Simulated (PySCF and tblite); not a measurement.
The numbers below are computed, except where a source is named.
C4H6, numbered as in [CH2:1]=[CH:2][CH:3]=[CH2:4].

Search: ETKDG and KDG, MMFF94s, GFN2-xTB, 90 starts; geometries at PBE0-D3(BJ)/def2-SVP. Free energies are PBE0-D3(BJ)/def2-TZVP single points with GFN2-xTB rigid-rotor and vibrational terms (modes under about 100 cm⁻¹ blended into free rotors). Symmetry numbers and mirror images are counted. Conformers within 4 kcal/mol (GFN2-xTB free energy) were kept, 5 at most. (PySCF 2.14, tblite 0.8.)

Rotational constants are equilibrium values for the commonest isotopes; dipoles come from the energy level named.

Torsions listed: C1–C2–C3–C4. Of a mirror pair one member is shown.

```tsv
conformer	shape	symmetry	weight %
1	180°	C2h	99.2
2	27°	C2 (pair)	0.8
```

Sets of constants, in random order:

```json
{"set": "P", "A (MHz)": "42049", "B (MHz)": "4419", "C (MHz)": "3998", "abs μa (D)": "0.00", "abs μb (D)": "0.00", "abs μc (D)": "0.00"}
{"set": "Q", "A (MHz)": "21386", "B (MHz)": "5633", "C (MHz)": "4526", "abs μa (D)": "0.00", "abs μb (D)": "0.10", "abs μc (D)": "0.00"}
```

(1) Match each set to its conformer.

Results:

(1) P is conformer 1, Q is conformer 2.
